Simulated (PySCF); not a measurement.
# J couplings in C4H7N

Bonds (- single, = double, # triple, : aromatic): C1=C2 1.323 Å, C2-C3 1.461 Å, C3-C4 1.530 Å, C4-N5 1.430 Å, C4-C2 1.468 Å. C1 carries H6, H7; C3 carries H8, H9; C4 carries H10; N5 carries H11, H12. Stereochemistry as in C=C1C[C@@H]1N. H6 is cis to C3; H8 is cis to N5 on the ring; H7 is trans to C3; H9 is trans to N5 on the ring.

Method: B3LYP/pcJ-1 (spin–dipole term only in couplings to heteroatoms)//PBE0-D3(BJ)/def2-SVP, PySCF 2.14.0 with density-fitted response routines; isolated molecule, single conformer, non-relativistic. Couplings are averaged over pairs made equivalent by symmetry, fast rotation or ring inversion, so a value needn't be that of the named pair in this geometry, while other rotamers aren't included; one pair stands for each set, and the list holds a selection of those of at least 1.5 Hz over up to four bonds.

Isotopes: ¹³C, ¹H, ¹⁵N.

```
   pair  bonds  J (Hz)
 C1, C2      1   105.8
 C1, H6      1       ?
 C1, H7      1   170.6
 C2, C3      1    29.0
 C2, C4      1    28.4
 C3, C4      1    12.4
 C3, H8      1   170.6
 C3, H9      1       ?
 C4, N5      1       ?
C4, H10      1   171.0
N5, H11      1   -67.5
 C1, C4      2       ?
 C2, H9      2    -5.4
 C3, N5      2    -4.1
C3, H10      2       ?
 H8, H9      2   -10.6
 C1, H8      3     3.9
 C1, H9      3       ?
C1, H10      3     2.3
C2, H11      3       ?
 C3, H6      3     4.5
 C4, H6      3    10.3
 N5, H8      3    -2.9
H9, H10      3     7.8
 H6, H8      4    -3.0
 H7, H9      4       ?
```

Estimate the withheld couplings, with signs.

## Answers


- ¹J(C1,H6) = 172.0 Hz (bond length 1.094 Å, sp2 carbon)
- ¹J(C3,H9) = 169.1 Hz (bond length 1.096 Å, sp3 carbon)
- ¹J(C4,N5) = -7.7 Hz (bond length 1.430 Å)
- ²J(C1,C4) = -1.9 Hz (angle at C2 148°)
- ²J(C3,H10) = 1.6 Hz (angle at C4 114°)
- ³J(C1,H9) = 3.4 Hz (dihedral angle 74°)
- ³J(C2,H11) = 5.8 Hz (mean over equivalent pairs that range from 1.5 to 10.1 Hz in this conformer)
- ⁴J(H7,H9) = -3.4 Hz
